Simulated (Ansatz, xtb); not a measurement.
# Ranking isomers of C2H6Al

5 gas-phase structures of C2H6Al, found in a search over its isomers (lower ones may exist). Each was relaxed with GFN2-xTB:

A. a doublet given by its coordinates
B. `C[CH2][AlH]`, a doublet
C. `C[CH][AlH2]`, a doublet
D. `[CH3][Al][CH3]`, a doublet
E. `[CH2][AlH][CH3]`, a doublet

A (Å):

```csv
atom,x (Å),y (Å),z (Å)
C,-1.9461,0.7293,-1.8059
C,-2.5101,-0.6371,-1.8031
Al,-1.7482,-0.1477,0.0784
H,-2.6543,1.5493,-1.8819
H,-1.0410,0.8852,-2.3835
H,-1.9728,-1.3889,-2.3725
H,-3.5893,-0.7225,-1.8838
H,-0.3759,-0.7088,0.5102
H,-2.7268,0.2649,1.1999
```

Close contacts (Å): C1–C2 1.48, C1–Al3 2.09, C2–Al3 2.09, C1–H4 1.09, C1–H5 1.08, C2–H6 1.09, C2–H7 1.09, Al3–H8 1.54, Al3–H9 1.54.

Task: Estimate their order in r2SCAN-D4/def2-SVP energy at these geometries, lowest first.

Result: Calculated order at r2SCAN-D4/def2-SVP: D (0.0), B (13.3), E (18.6), A (19.9), C (22.2) kcal/mol.

Energies above the lowest of each column, in kcal/mol; the last columns are at B3LYP-D3(BJ)/def2-SVP geometries and were run for some of them only (a dash: not run or not comparable):

```tsv
structure	GFN2-xTB	HF/STO-3G	r2SCAN-D4/def2-SVP	B3LYP-D3(BJ)/def2-SVP	CCSD(T)/def2-SVP + ΔMP2/def2-TZVPP
D	11.0	3.1	0.0	0.0	0.0
B	8.0	18.3	13.3	12.2	14.0
E	20.4	0.0	18.6	15.3	15.6
A	0.0	27.8	19.9	16.1	–
C	5.6	9.3	22.2	–	–
```

CCSD(T)/def2-SVP + ΔMP2/def2-TZVPP puts D lowest of those it was run on; GFN2-xTB picks A, HF/STO-3G picks E. Flexible structures stand in one conformer each, not always the lowest. Frequencies (B3LYP-D3(BJ)/def2-SVP) were run for B, D, E alone. Open shells are spin-unrestricted. ΔMP2 is the change of the MP2 energy from the smaller to the larger basis.

Over these structures GFN2-xTB departs from r2SCAN-D4/def2-SVP by 10.0 kcal/mol on average once a common shift is removed. A GFN2-xTB relaxation took about 0.054 s and the r2SCAN-D4/def2-SVP energy about 3.6 s on a shared host (Ansatz 0.2.0, xtb 6.7.1).
